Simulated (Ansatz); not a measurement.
Steps of a relaxation of `CC(C)CCl` with RKS PBE0-D4/def2-TZVP.

```sh
$ ansatz run in.yaml --threads 4 --pin off --events-out ev --progress --plain --max-ram 10444MiB
```

```yaml
crystal:
  periodic: [false, false, false]
  atoms:
    - {symbol: C, position_ang: [-0.581416, -0.603874, 1.241984]}
    - {symbol: C, position_ang: [0.101589, 0.309280, 0.213548]}
    - {symbol: C, position_ang: [1.385820, -0.317226, -0.337805]}
    - {symbol: C, position_ang: [-0.898481, 0.647347, -0.894256]}
    - {symbol: Cl, position_ang: [-0.262468, 1.865804, -2.070059]}
    - {symbol: H, position_ang: [-0.884583, -1.568469, 0.781671]}
    - {symbol: H, position_ang: [-1.489135, -0.134863, 1.674249]}
    - {symbol: H, position_ang: [0.107825, -0.838347, 2.078007]}
    - {symbol: H, position_ang: [0.364344, 1.267855, 0.714897]}
    - {symbol: H, position_ang: [2.118626, -0.502105, 0.473175]}
    - {symbol: H, position_ang: [1.171628, -1.291425, -0.827675]}
    - {symbol: H, position_ang: [1.858883, 0.344589, -1.089404]}
    - {symbol: H, position_ang: [-1.829598, 1.076511, -0.475283]}
    - {symbol: H, position_ang: [-1.163044, -0.255076, -1.483051]}
basis:
  gaussian: {orbitals: def2-TZVP}
hamiltonian: {xc: pbe0, dispersion: d4}
relax: {f_tol: 0.005, max_steps: 150}
```

Positions (Å) and forces (eV/Å) along the path, 5 of 5 steps:

```xyz
14
step=1 energy=-16810.6886 eV
C    -0.581   -0.604    1.242   -0.106   -0.167    0.115
C     0.102    0.309    0.214    0.069    0.307    0.074
C     1.386   -0.317   -0.338    0.135   -0.102   -0.108
C    -0.898    0.647   -0.894   -0.262   -0.173   -0.027
Cl   -0.262    1.866   -2.070   -0.177   -0.328    0.331
H    -0.885   -1.568    0.782    0.151    0.462    0.201
H    -1.489   -0.135    1.674    0.439   -0.203   -0.222
H     0.108   -0.838    2.078   -0.311    0.129   -0.415
H     0.364    1.268    0.715   -0.114   -0.467   -0.225
H     2.119   -0.502    0.473   -0.371    0.099   -0.373
H     1.172   -1.291   -0.828    0.083    0.460    0.236
H     1.859    0.345   -1.089   -0.216   -0.327    0.379
H    -1.830    1.077   -0.475    0.507   -0.179   -0.226
H    -1.163   -0.255   -1.483    0.174    0.487    0.261
14
step=2 energy=-16810.7405 eV
C    -0.575   -0.597    1.231   -0.018   -0.039    0.073
C     0.104    0.316    0.213   -0.042    0.017   -0.014
C     1.376   -0.318   -0.335    0.040   -0.007   -0.029
C    -0.897    0.637   -0.886    0.007    0.070   -0.071
Cl   -0.275    1.859   -2.048   -0.080   -0.130    0.118
H    -0.872   -1.550    0.771    0.047    0.139    0.056
H    -1.473   -0.133    1.658    0.123   -0.063   -0.058
H     0.109   -0.828    2.057   -0.095    0.027   -0.108
H     0.365    1.263    0.710   -0.044   -0.147   -0.084
H     2.093   -0.508    0.472   -0.098    0.025   -0.107
H     1.154   -1.279   -0.820    0.020    0.138    0.070
H     1.856    0.332   -1.075   -0.056   -0.095    0.105
H    -1.820    1.058   -0.473    0.141   -0.071   -0.056
H    -1.144   -0.253   -1.476    0.054    0.135    0.107
14
step=3 energy=-16810.7456 eV
C    -0.573   -0.595    1.231   -0.002    0.010   -0.023
C     0.102    0.314    0.211    0.018    0.019    0.001
C     1.372   -0.317   -0.335   -0.009    0.000    0.010
C    -0.892    0.638   -0.886    0.018    0.043   -0.047
Cl   -0.283    1.859   -2.045   -0.011   -0.048    0.056
H    -0.869   -1.543    0.773   -0.008   -0.018   -0.004
H    -1.467   -0.133    1.657   -0.010    0.007    0.004
H     0.108   -0.826    2.053    0.011    0.003    0.002
H     0.363    1.257    0.704    0.011    0.021    0.016
H     2.083   -0.512    0.471    0.009   -0.005    0.007
H     1.148   -1.272   -0.820    0.000   -0.016   -0.010
H     1.855    0.330   -1.067    0.005    0.008   -0.007
H    -1.813    1.050   -0.474   -0.018   -0.001    0.009
H    -1.133   -0.249   -1.473   -0.012   -0.022   -0.012
14
step=4 energy=-16810.7459 eV
C    -0.573   -0.594    1.230    0.006    0.001    0.003
C     0.103    0.315    0.211   -0.008   -0.011    0.007
C     1.372   -0.318   -0.335   -0.003    0.002    0.001
C    -0.893    0.637   -0.885    0.019    0.032   -0.030
Cl   -0.283    1.857   -2.041   -0.006   -0.008    0.006
H    -0.870   -1.542    0.772   -0.001   -0.003   -0.001
H    -1.467   -0.131    1.656   -0.003    0.002    0.001
H     0.108   -0.824    2.051    0.002   -0.003    0.005
H     0.364    1.259    0.705    0.001    0.004    0.000
H     2.083   -0.514    0.471    0.002   -0.002    0.003
H     1.148   -1.272   -0.822   -0.001   -0.003   -0.003
H     1.857    0.330   -1.066    0.003    0.002   -0.003
H    -1.815    1.047   -0.473   -0.007   -0.006    0.006
H    -1.133   -0.251   -1.473   -0.004   -0.008    0.003
14
step=5 energy=-16810.7459 eV
C    -0.573   -0.593    1.230    0.000    0.001    0.000
C     0.103    0.316    0.211   -0.002    0.002   -0.004
C     1.372   -0.318   -0.335    0.000    0.001    0.001
C    -0.893    0.637   -0.886    0.002   -0.001    0.003
Cl   -0.284    1.858   -2.041   -0.001    0.000    0.000
H    -0.871   -1.541    0.772   -0.001   -0.002    0.001
H    -1.467   -0.130    1.656    0.000    0.000    0.001
H     0.108   -0.824    2.052    0.000    0.000    0.000
H     0.364    1.259    0.704    0.001    0.000    0.000
H     2.082   -0.516    0.471    0.000    0.000    0.001
H     1.147   -1.271   -0.824    0.000    0.000   -0.001
H     1.858    0.331   -1.065    0.001    0.000    0.000
H    -1.815    1.045   -0.474    0.000    0.001    0.000
H    -1.132   -0.252   -1.473    0.001    0.000   -0.001
```

Hardware: 4 threads of an Intel Xeon on a shared host. Wall time 30 s, peak host memory 0.61 GiB.
